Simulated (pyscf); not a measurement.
Structures and frequencies: ωB97X-D3(BJ)/def2-SVP in PySCF.

### Question
For the elementary gas-phase step F–W(F)(F)(F)(F)–Cl + F–Si(Cl)(Cl)–Cl → F–W(F)(F)(F)(F)–F + Cl–Si(Cl)(Cl)–Cl (singlet surface; Cl–W, F–Si broken, F–W, Cl–Si formed), what barrier and reaction energy does r²SCAN/def2-TZVP give, measured from the separated reactants?

### Answer
ΔE‡ = 1.59 eV, ΔE = +0.17 eV. ωB97M-D3(BJ)/def2-TZVP gives 1.64 eV and +0.09 eV. Zero-point energy shifts the barrier by +0.04 eV. It is a four-centre exchange, with an imaginary mode of 75i cm⁻¹. This is the saddle that the search found; another between the same sides may lie lower. Elements past Kr carry the def2 core potentials, without spin-orbit coupling.
